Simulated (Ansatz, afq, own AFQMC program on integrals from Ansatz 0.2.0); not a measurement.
AFQMC on a folder of integrals that Ansatz 0.2.0 wrote.

```yaml
crystal:
  periodic: [false, false, false]
  atoms:
    - {symbol: O, position_ang: [0.000000, 0.000000, 0.000000]}
    - {symbol: H, position_ang: [0.000000, 0.000000, -0.977281]}
    - {symbol: H, position_ang: [0.000000, 0.000000, 0.977281]}
basis:
  gaussian: {orbitals: aug-cc-pVDZ}
total_charge: -1
magnetization: {spin_polarized: false, initial_magnetization: 1}
correlation: {method: ccsd_t, electrons: outside_noble_gas, hamiltonian_folder: ham}
```

```sh
$ ansatz run in.yaml --threads 1 --pin off --events-out ev --progress --plain --max-ram 1382MiB
```

afq runs on the folder ham with

```
--method phaseless --trial cisd --walkers 60 --populations 1 --least-time 40 --time-step 0.005 --steps-per-block 50 --equilibration-blocks 28 --max-blocks 300 --target-error 0.00036 --factor-cut 1e-05 --start spin_pure --seed 8310 --release-times 0.24,0.51,0.99,1.62,2.4 --release-step 0.03 --release-every 4 --taylor-order 6
```

Times are imaginary, in 1/Eh. The walk had a cap of 1356 s.

Log:

```
orbitals 40  electrons 5 4  factors 290 of 385
reference energy -75.94710114 Eh
CCSD correlation -0.23737428 Eh in 10 cycles, weight of the determinant in the CISD state 0.9229
energy of the start -76.184475 Eh
 block  time / (1/Eh)  mean weight  energy / Eh
     1     0.250  1.0021  -76.183251
     2     0.500  0.9990  -76.188376
     3     0.750  1.0015  -76.190949
     4     1.000  0.9996  -76.185400
     5     1.250  1.0000  -76.186243
     7     1.750  0.9984  -76.186697
     9     2.250  1.0002  -76.190417
    17     4.250  1.0001  -76.187260
    33     8.250  0.9999  -76.185644
    49    12.250  0.9990  -76.188463
    65    16.250  0.9997  -76.193403
    81    20.250  1.0004  -76.189544
    97    24.250  0.9999  -76.200260
   113    28.250  0.9983  -76.187019
   129    32.250  0.9990  -76.215217
   145    36.250  1.0001  -76.191987
   161    40.250  0.9990  -76.192660
   177    44.250  1.0014  -76.192921
   193    48.250  0.9977  -76.187886
   209    52.250  0.9981  -76.194525
   225    56.250  0.9977  -76.191602
   241    60.250  0.9981  -76.191212
   257    64.250  0.9984  -76.195723
   273    68.250  0.9995  -76.193999
   289    72.250  1.0017  -76.200808
   305    76.250  0.9999  -76.189770
   321    80.250  0.9993  -76.201023
blocks merged  error / Eh  count
     1  0.000281  300
     2  0.000322  150
     4  0.000346  75
     8  0.000405  37
    16  0.000503  18
    32  0.000527  9
released: time / (1/Eh)  energy / Eh  error  mean overlap
  0.24  -76.191991  0.000474  0.9885
  0.51  -76.191623  0.000385  1.0008
  0.99  -76.191841  0.000331  1.0043
  1.62  -76.192095  0.000500  1.0068
  2.40  -76.192072  0.000456  0.9814
energy -76.191663 +/- 0.000503 Eh
(rows thinned)
```

The run passed its tests (sampling time, drift between the halves within three errors, error under three times the target), which doesn't prove that it has relaxed.

Against this walk (error 13.7 meV) on the same determinant: CCSD(T) 15.9 meV higher (within the noise), CCSDT(Q) 6.3 meV lower (within the noise). The error is statistical and leaves out the bias of the constraint. Released to 2.40 1/Eh the energy moves by -11 ± 18 meV (both errors), within twice the noise.

Cautions: constraint bias not in the error; error above the target (13.7 against 9.8 meV).

The walk took 14 min on 1 thread of Arm Neoverse N1 (shared host). The log's last line is the phaseless energy.

CCSDT and higher add their correlation energy to the determinant of the CCSD(T) run, since their own runs factorise the integrals more tightly (a shift of under 2 meV). A walk keeps the symmetry of its determinant, which the program's search chose and which needn't be the lowest solution, so a lower state of the same spin and another symmetry isn't excluded.
